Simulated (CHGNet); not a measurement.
fcc Ir

All values below come from the machine-learned potential CHGNet 0.3.0 (trained on PBE and PBE+U data).

Cell: relaxed at this level.

```yaml
lattice_parameter_a: 3.876 Å
equilibrium_volume_per_atom: 14.56 Å³/atom
```

Measured, for comparison: lattice constant a 3.831 Å, equilibrium volume per atom 14.06 Å³/atom (static lattice: zero-point anharmonic expansion removed; as tabulated in Mejia-Rodriguez and Trickey (2018), arXiv:1807.09216). Computed (rounded) less measured: lattice constant a +1.2 %, equilibrium volume per atom +3.6 %.

A machine-learned potential is trained on density-functional data: it inherits that level's misses and adds fitting errors of its own.
